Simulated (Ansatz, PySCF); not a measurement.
Wanted: the gas-phase enthalpy of formation of C=C=C at 298 K. Reaction (SMILES): C=C=C + C (CH4) → 2 C=C (C2H4); bond separation energy.

Structures are relaxed separately at B3LYP-D3(BJ)/def2-TZVP in Ansatz (a quantum-chemistry and plane-wave program). Valence correlation only, unless marked. UHF or UKS for open shells. No spin-orbit coupling. Non-relativistic. CBS(X,Y): correlation extrapolated as X^-3; Hartree-Fock from the larger set. The bracket is a focal-point correction in the basis named. Thermal terms are rigid-rotor harmonic-oscillator values from B3LYP-D3(BJ) frequencies (PySCF) at 298.15 K and 1 atm. 1 Eh = 627.5095 kcal/mol. PBE is always shown; the other two functionals were drawn at random. The atomisation route leaves out scalar relativity and anharmonic zero-point terms, the atoms' spin-orbit terms, and in the frozen-core level the core correlation. Atomic data: G2/97 table in ASE.

Tabulated enthalpies of formation of the partners: C (CH4) -17.8 kcal/mol, ATcT 1.112; C=C (C2H4) 12.6 kcal/mol, ATcT 1.112.

| level | computed ΔH of the reaction (kcal/mol) | ΔHf by atomisation and measured atoms (kcal/mol) |
|---|---|---|
| PBE/def2-TZVPD (Ansatz) | 2.0 | 25.8 |
| r2SCAN-D4/def2-TZVPD (Ansatz + dftd4) | 1.9 | 42.5 |
| wB97M-V/def2-TZVPD (Ansatz) | -0.8 | 44.4 |
| RI-MP2/CBS(aug-cc-pVTZ,aug-cc-pVQZ)+[CCSD(T)-MP2]/aug-cc-pVTZ (Ansatz) | -2.8 | 47.5 |

### Question
Derive ΔHf from the reaction at each level, and compare how far the levels part by the two routes.

### Answer

The partners sum to 43.0 kcal/mol (products minus other reactants), so ΔHf = (43.0 - ΔH):
- PBE/def2-TZVPD: 41.0; errors -4.4 by the reaction, -19.6 by atomisation
- r2SCAN-D4/def2-TZVPD: 41.1; errors -4.3 by the reaction, -2.9 by atomisation
- wB97M-V/def2-TZVPD: 43.8; errors -1.6 by the reaction, -1.0 by atomisation
- RI-MP2/CBS(aug-cc-pVTZ,aug-cc-pVQZ)+[CCSD(T)-MP2]/aug-cc-pVTZ: 45.8; errors +0.4 by the reaction, +2.1 by atomisation
All levels span 4.8 kcal/mol by the reaction and 21.7 by atomisation; without PBE they span 4.7 and 5.0. The errors are against the measured 45.4 kcal/mol (ATcT 1.112).
